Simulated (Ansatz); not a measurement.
A nudged elastic band was laid between two geometries of BFH2 + ClH (6 atoms, charge 0, multiplicity 1).

Computed with RHF/def2-SVP (Ansatz).

```
movable images  : 5
climbing image  : yes
spring          : 5.0 eV/Å²
optimiser       : quadratic models (default)
start path      : through a guess of the saddle point
force threshold : 0.05 eV/Å
iteration limit : 60
end points      : relaxed
```

Image 0:

```xyz
6
Properties=species:S:1:pos:R:3
B -0.054 -0.485 -0.158
H -0.219 -0.940 0.937
F 1.176 -0.237 -0.544
H -0.945 -0.281 -0.931
Cl -0.338 2.571 1.271
H 0.630 2.295 2.049
```

Image 6:

```xyz
6
Properties=species:S:1:pos:R:3
B -0.073 0.601 -0.661
H 0.319 -0.360 2.562
F 1.085 0.071 -0.930
H -1.043 -0.083 -0.582
Cl -0.170 2.338 -0.424
H 0.134 0.357 2.660
```

(1) Which bonds break or form, and what moves?

(2) Give the energies along the band, and the barrier.

(3) What is the geometry of the highest image?

Results:

(1) Bonds broken: B1–H2, Cl5–H6. Bonds formed: B1–Cl5, H2–H6. BFH2 + ClH becomes BClFH + H2.

(2) The forces met the threshold. The highest image is number 3 of 0 to 6, 148.3 kJ/mol above the first end and 206.8 kJ/mol above the last; the last end lies 58.4 kJ/mol below the first. Neighbouring images differ by up to 1.6 eV, so the band resolves the path poorly. A vibrational analysis at the climbing image gives one clearly imaginary mode, 1396i cm⁻¹: a first-order saddle point. The orbitals stay closed-shell, which can raise the energy where a bond breaks towards radicals; this wasn't checked here.

```json
{"image": "0", "path coordinate (Å)": "0.00", "energy (kJ/mol)": "0.0", "B1–H2 (Å)": "1.20", "Cl5–H6 (Å)": "1.27", "B1–Cl5 (Å)": "3.39"}
{"image": "1", "path coordinate (Å)": "0.85", "energy (kJ/mol)": "2.1", "B1–H2 (Å)": "1.20", "Cl5–H6 (Å)": "1.27", "B1–Cl5 (Å)": "3.21"}
{"image": "2", "path coordinate (Å)": "1.70", "energy (kJ/mol)": "23.1", "B1–H2 (Å)": "1.20", "Cl5–H6 (Å)": "1.28", "B1–Cl5 (Å)": "2.84"}
{"image": "3", "path coordinate (Å)": "2.55", "energy (kJ/mol)": "148.3", "B1–H2 (Å)": "1.31", "Cl5–H6 (Å)": "1.55", "B1–Cl5 (Å)": "2.15"}
{"image": "4", "path coordinate (Å)": "3.38", "energy (kJ/mol)": "-7.0", "B1–H2 (Å)": "1.96", "Cl5–H6 (Å)": "2.28", "B1–Cl5 (Å)": "1.80"}
{"image": "5", "path coordinate (Å)": "4.20", "energy (kJ/mol)": "-53.5", "B1–H2 (Å)": "2.68", "Cl5–H6 (Å)": "3.02", "B1–Cl5 (Å)": "1.76"}
{"image": "6", "path coordinate (Å)": "5.03", "energy (kJ/mol)": "-58.4", "B1–H2 (Å)": "3.39", "Cl5–H6 (Å)": "3.68", "B1–Cl5 (Å)": "1.76"}
```

(3) 
```xyz
6
Properties=species:S:1:pos:R:3
B 0.037 0.169 0.084
H 0.036 -0.192 1.348
F 1.208 -0.047 -0.476
H -1.004 -0.068 -0.431
Cl -0.060 2.226 0.708
H 0.033 0.834 1.391
```

The run took 37 s on 1 thread of Arm Neoverse V2, on a shared host, peak memory 0.096 GiB.
